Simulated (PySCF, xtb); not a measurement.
C6H6, SMILES c1ccccc1.

Harmonic wavenumbers (cm⁻¹) from GFN2-xTB (xtb) at its own minimum, in rising order: 368, 368, 579, 579, 658, 693, 882, 882, 930, 930, 937, 957, 1067, 1090, 1091, 1176, 1198, 1198, 1304, 1320, 1460, 1461, 1600, 1600, 3068, 3072, 3072, 3084, 3084, 3092.

Problem. What does r2SCAN-D4/def2-SVP (PySCF) give at its own minimum? (Estimate from the structure and the level; the computed values follow.)

Solution. 411, 411, 616, 616, 682, 733, 861, 861, 988, 988, 1011, 1021, 1022, 1060, 1060, 1160, 1184, 1184, 1358, 1402, 1505, 1505, 1652, 1652, 3168, 3178, 3178, 3193, 3193, 3202. Paired by order, the mean absolute difference is 55 cm⁻¹ and the zero-point energies are 61.2 and 63.0 kcal/mol.
